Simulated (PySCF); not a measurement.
Process, species as SMILES: CS (CH3-SH) → [CH2-]S + H+
B3LYP-D3(BJ)/def2-TZVP geometries, fixed; electronic energies without zero-point terms.

Effect of the SCF energy threshold at wB97M-V/def2-TZVP with PySCF, against the last row, where the deprotonation energy is 404.05 kcal/mol. The proton leaves the site shown, which need not be the most acidic.

| setting | SCF cycles, largest species | largest shift of a total energy (mEh) | shift of the deprotonation energy (kcal/mol) |
|---|---|---|---|
| conv_tol: 1e-4 | 5 | 0.001 | 0.000 |
| conv_tol: 1e-5 | 6 | 0.000 | 0.000 |
| conv_tol: 1e-6 | 7 | 0.000 | 0.000 |
| conv_tol: 1e-7 | 8 | 0.000 | 0.000 |
| conv_tol: 1e-11 | 11 | 0.000 | 0.000 |

Within 0.02 kcal/mol in the deprotonation energy: conv_tol: 1e-4; conv_tol: 1e-5; conv_tol: 1e-6; conv_tol: 1e-7. The largest shift is 0.001 mEh in a total energy and 0.000 kcal/mol in the difference.
